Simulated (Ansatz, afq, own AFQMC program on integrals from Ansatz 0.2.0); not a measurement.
**AlGeH, triplet in cc-pVDZ, levels against CCSDTQ**

```yaml
atoms:
  - { symbol: Ge, position_ang: [0.0000, 0.0000, 2.1260] }
  - { symbol: Al, position_ang: [0.0000, 0.0000, -0.2625] }
  - { symbol: H, position_ang: [0.0000, 0.0000, -1.8635] }
```

Connectivity, by distances: Ge–AlH.

Basis cc-pVDZ. Only valence electrons are correlated. Integrals, coupled cluster, full CI and functionals: Ansatz 0.2.0; the random walks run on the same integrals in our own AFQMC program. ph-AFQMC/CISD is guided by a CISD state made of CCSD amplitudes; releasing the constraint for a short imaginary time cuts its bias at the price of noise, slowly where states lie close. Uncertainties: one standard error, sampling alone. No spin–orbit coupling.

Determinant: UHF, the one that the program's search chose, which needn't be the lowest solution. The geometry is a PBE0/def2-TZVP stationary point of this or a neighbouring charge and spin state.

No full CI on the walks' own integrals is used here; CCSDTQ serves as the reference and is uncertain by about the last step of the cluster series.

Cautions: no relativity below Rb; no spin-orbit coupling; inner d shell frozen; the ph-AFQMC/HF walk drifts between its halves (2.4 errors).

* T1 diagnostic: 0.0262
* weight of the determinant in the CISD state: 0.876
* ⟨S²⟩ of the determinant: 2.019
* size of the correlated space: 8 electrons in 31 orbitals

| level | correlation energy (eV) |
| --- | --- |
| MP2 | -2.9951 |
| CCSD | -3.7963 |
| CCSD(T) | -3.9493 |

**Question.** Estimate where AFQMC with the constraint released lies against CCSD(T) on the same integrals.

**Answer.** 4.4 ± 0.3 kJ/mol below CCSD(T).

Reference: CCSDTQ, correlation energy -4.001 eV. The released energy is read at 2.40 1/Eh (meV from the phaseless value at times in 1/Eh: -7 ± 3 at 0.24, -11.0 ± 2.4 at 0.51, -15 ± 3 at 0.99, -19.7 ± 2.5 at 1.62, -20 ± 3 at 2.40).

```tsv
level	E − E(reference) (kJ/mol)	share of correlation (%)
CCSD(T)	5.0	98.70
CCSDT	1.1	99.71
CCSDT(Q)	0.1	99.98
ph-AFQMC/HF	4.4 ± 1.5	98.86
ph-AFQMC/CISD	2.6 ± 0.4	99.34
released AFQMC	0.6 ± 0.3	99.83
```

CCSDT and higher add their correlation energy to the determinant of the CCSD(T) run, since their own runs factorise the integrals more tightly (a shift of under 2 meV). A walk keeps the symmetry of its determinant, which the program's search chose and which needn't be the lowest solution, so a lower state of the same spin and another symmetry isn't excluded. Released energies are given only where the last usable release times agree within the noise; a slower fall can still hide under it.
